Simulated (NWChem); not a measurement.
# SiH3OF (SMILES O[SiH2]F): M06-2X/6-311+G(d,p)

What is the vertical ionisation energy of SiH3OF at M06-2X/6-311+G**? 

The results are computed with NWChem 7.3.0.

**1. The molecule**

SiH3OF has 6 atoms, charge 0, and is taken as a singlet. SMILES: `O[SiH2]F`. The coordinates come from a PBE0-D4/def2-TZVP relaxation. This is one conformer, not always the lowest.

Bond lengths: O1–Si2 1.630 Å, Si2–F3 1.596 Å, O1–H4 0.958 Å, Si2–H5 1.474 Å, Si2–H6 1.482 Å. Angles: O1–Si2–F3 111.0°, O1–Si2–H5 106.4°, O1–Si2–H6 111.7°, F3–Si2–H5 108.2°, F3–Si2–H6 106.0°, Si2–O1–H4 119.1°, H5–Si2–H6 113.7°.

**2. The energy at M06-2X/6-311+G(d,p)**

fh3osi.nw reads:

```
start fh3osi
title "FH3OSi energy"
memory 2200 mb

geometry units bohr noautosym nocenter noautoz
  O  -1.61288125 -0.39533071 -1.74629591
  Si  0.71488339 -0.01757445  0.23413707
  F   0.34166248 -1.74383927  2.67925370
  H  -3.23936852  0.28383686 -1.33339075
  H   3.01524700 -0.86643943 -1.08810430
  H   0.86001436  2.61840452  1.16709485
end

basis spherical bse
  * library 6-311+G**
end

dft
  xc m06-2x
  grid coarse
  convergence energy 1e-08
  iterations 100
  mulliken
  print low
end

task dft
```

On the command line:

```bash
$ nwchem fh3osi.nw > fh3osi.out
```

The log of the run:

```text
[...]
 d= 0,ls=0.0,diis     1   -466.3583755069 -5.86D+02  8.55D-03  1.09D+00     1.1
[...]
 d= 0,ls=0.0,diis     9   -466.4411147712 -4.25D-09  3.94D-07  7.47D-09     7.5
         Total DFT energy =     -466.441114771215
      One electron energy =     -883.974654200658
           Coulomb energy =      339.153711308414
    Exchange-Corr. energy =      -41.148601732805
 Nuclear repulsion energy =      119.528429853834
[...]
      Total Density - Mulliken Population Analysis
     ---------------------------------------------
    Atom       Charge   Shell Charges
 -----------   ------   -------------------------------------------------------
    1 O    8     8.58   1.09  0.91  0.97  0.98  2.10  0.84  1.69 -0.08  0.09  0.01
    2 Si  14    13.14   0.79  1.18  0.94  1.05  0.78  0.41  1.98  3.90  0.65  0.99  0.07  0.03  0.02  0.35
    3 F    9     9.32   1.08  0.92  1.17  1.07  2.37  0.93  1.86 -0.12  0.05  0.00
    4 H    1     0.70   0.26  0.32  0.05  0.07
    5 H    1     1.13   0.25  0.59  0.27  0.01
    6 H    1     1.14   0.25  0.59  0.29  0.01
[...]
```

Wall time 8.4 s (1 thread of Intel Xeon Platinum 8488C (Sapphire Rapids), shared host); peak memory 0.11 GiB.

**3. The doublet cation at the same level**

test.nw reads:

```
start test
memory 2200 mb
charge 1
geometry units angstroms noautosym nocenter noautoz
  O     -0.853500    -0.209200    -0.924100
  Si     0.378300    -0.009300     0.123900
  F      0.180800    -0.922800     1.417800
  H     -1.714200     0.150200    -0.705600
  H      1.595600    -0.458500    -0.575800
  H      0.455100     1.385600     0.617600
end
basis spherical bse
  * library 6-311+G**
end
dft
  xc m06-2x
  mult 2
  grid coarse
  convergence energy 1e-08
  maxiter 100
  mulliken
  noprint "final vectors analysis"
end
task dft energy
```

On the command line:

```bash
$ nwchem test.nw > test.out
```

The log of the run:

```text
[...]
          Wavefunction type:  spin polarized.
          No. of atoms     :     6
          No. of electrons :    33
[...]
          Charge           :     1
          Spin multiplicity:     2
[...]
          AO basis - number of functions:    92
[...]
              XC Information
              --------------
                       M06-2X Method XC Functional
                     Hartree-Fock (Exact) Exchange  0.540
                        M06-2X Exchange Functional  1.000
                      M06-2X Correlation Potential  1.000
[...]
 d= 0,ls=0.0,diis     1   -465.6912323248 -5.85D+02  8.77D-03  9.43D-01     1.4
[...]
 d= 0,ls=0.5,diis    44   -465.9884642732 -8.48D-09  1.13D-07  1.42D-08    47.5
[...]
         Total DFT energy =     -465.988464277826
      One electron energy =     -874.545693513912
           Coulomb energy =      329.783083407823
    Exchange-Corr. energy =      -40.754292634350
 Nuclear repulsion energy =      119.528438462613
[...]
      Total Density - Mulliken Population Analysis
     ---------------------------------------------
    Atom       Charge   Shell Charges
 -----------   ------   -------------------------------------------------------
    1 O    8     8.35   1.09  0.91  0.96  1.00  2.07  0.82  1.56 -0.10  0.02  0.01
    2 Si  14    13.13   0.79  1.18  0.94  1.05  0.84  0.38  1.98  3.90  0.64  0.97  0.10  0.02  0.01  0.34
    3 F    9     9.19   1.08  0.92  1.16  1.08  2.35  0.92  1.80 -0.12  0.00  0.00
    4 H    1     0.63   0.25  0.29  0.03  0.06
    5 H    1     0.88   0.23  0.52  0.12  0.01
    6 H    1     0.82   0.21  0.49  0.10  0.01
[...]
      <S2> =      0.7633 (Exact =     0.7500)
[...]
```

It took 49 s on 1 thread of Intel Xeon Platinum 8488C (Sapphire Rapids), shared host; peak memory 0.11 GiB.

**4. Summary of results**

At M06-2X/6-311+G**:

| quantity | value |
| --- | --- |
| singlet SiH3OF: total energy | -466.44111 Eh |
| doublet cation: total energy | -465.98846 Eh |
| doublet cation: ⟨S²⟩ | 0.763 |
| vertical ionisation energy (to the doublet cation) | 12.317 eV |

What this shows: Removing an electron at fixed nuclei costs 12.32 eV (1188 kJ/mol). Mulliken charges (doublet cation) run from -0.35 on O1 to +0.87 on Si2; in a basis this large or diffuse they mean little.
